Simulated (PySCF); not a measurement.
# C5H12O (i-BuOMe): the cost of one run

Programs: PySCF 2.14.0, with density-fitted response routines of our own. Each step states its level of theory. These are calculated values for one molecule, in the gas phase or a continuum, unless marked as measured. Atoms count from 0, in the outputs and in this text.

## 1. The starting structure

18 atoms, charge 0, multiplicity 1; geometry from: GFN2-xTB. The atoms were then displaced at random by about 0.01 Å, so the start is not that level's minimum.

Bonds of the start (Å): C0–O1 1.42, O1–C2 1.42, C2–C3 1.48, C3–C4 1.53, C3–C5 1.55, C0–H6 1.11, C0–H7 1.07, C0–H8 1.11, C2–H9 1.09, C2–H10 1.11, C3–H11 1.10, C4–H12 1.10, C4–H13 1.09, C4–H14 1.09, C5–H15 1.08, C5–H16 1.08, C5–H17 1.08.

## 2. Geometry optimisation at PBE0-D3(BJ)/def2-TZVP

Job settings and geometry (Å):

```
{"job": {"xc": "PBE0", "basis": "def2-TZVP", "d3": "d3bj", "grid": 2, "shake": 0.01, "kind": "geom"}, "charge": 0, "multiplicity": 1}
C      2.735910     0.530430     0.127230
O      1.392690     0.459030     0.588500
C      0.543550    -0.289850    -0.270590
C     -0.817460    -0.314470     0.314650
C     -1.437540     1.085900     0.340220
C     -1.739220    -1.257050    -0.491850
H      2.764480     1.026380    -0.867210
H      3.200960    -0.428710     0.050640
H      3.259260     1.173700     0.857700
H      0.548310     0.160160    -1.258080
H      0.947480    -1.316150    -0.348560
H     -0.765640    -0.683830     1.352410
H     -1.573050     1.492630    -0.668820
H     -0.789280     1.752780     0.913980
H     -2.415540     1.078250     0.829200
H     -1.328510    -2.256480    -0.480190
H     -2.733400    -1.283440    -0.066610
H     -1.820530    -0.917300    -1.515010
```

Started as:

```bash
OMP_NUM_THREADS=2 python probes_run.py task.json out
```

The driver reads the jobs from task.json and runs them one after another.

**Question.** How long does this first job take on 2 threads of Intel Xeon at 2.50GHz, shared host, and how much memory does it need?

About 10 min, with a peak of 1.5 GiB.
